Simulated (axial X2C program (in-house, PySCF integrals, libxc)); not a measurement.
# Spin–orbit effects down a group: molecules with S (ions), HF

Computed with an axial X2C code built on PySCF integrals, spin-free (one-electron X2C) or two-component (2c: spin–orbit coupling with atomic mean-field Coulomb and Gaunt terms, which also bring small scalar terms), in Dyall basis sets with cores contracted in-house; open shells are unrestricted.

Basis sets: H dyall-av3z, Li dyall-av3z, Na dyall-av3z, S dyall-av3z.

| molecule | spin-free state | Re (Å) | ωe (cm⁻¹) | De (eV) | 2c state | Re 2c (Å) | ωe 2c (cm⁻¹) | De 2c (eV) |
| --- | --- | --- | --- | --- | --- | --- | --- | --- |
| SH⁻ | M_S = 0, Λ = 0 | 1.336 | 2771.0 | 2.79 | Ω = 0 | 1.336 | 2770.3 | 2.76 |
| LiS⁻ | M_S = 0, Λ = 0 | 2.053 | 681.1 | 0.98 | Ω = 0 | 2.053 | 680.9 | n/a |
| NaS⁻ | M_S = 0, Λ = 0 | 2.411 | 375.1 | 0.05 | Ω = 0 | 2.411 | 374.8 | n/a |

Q: Work out the shifts from the spin-free to the two-component result.

A: 

```csv
molecule,2c state,ΔRe (Å),Δωe (cm⁻¹),ΔDe (eV)
SH⁻,Ω = 0,0.000,-0.7,-0.03
LiS⁻,Ω = 0,0.000,-0.2,n/a
NaS⁻,Ω = 0,0.000,-0.3,n/a
```

Shifts of one unit in the last digit are rounding.

Fragments in 2c: S- + H, S- + Li, S- + Na. Each entry is the lowest single determinant of a limited PBE0 search at one distance. De goes to single-determinant-based atoms at the same level (for ions the charge split of lowest energy) and is withheld (n/a) where an atom does not fit its ground term or J level. Main or longest-lived isotopes. One determinant is a doubtful description, or other states lie close, for NaS⁻; these need not be ground states, and all values refer to the states named.
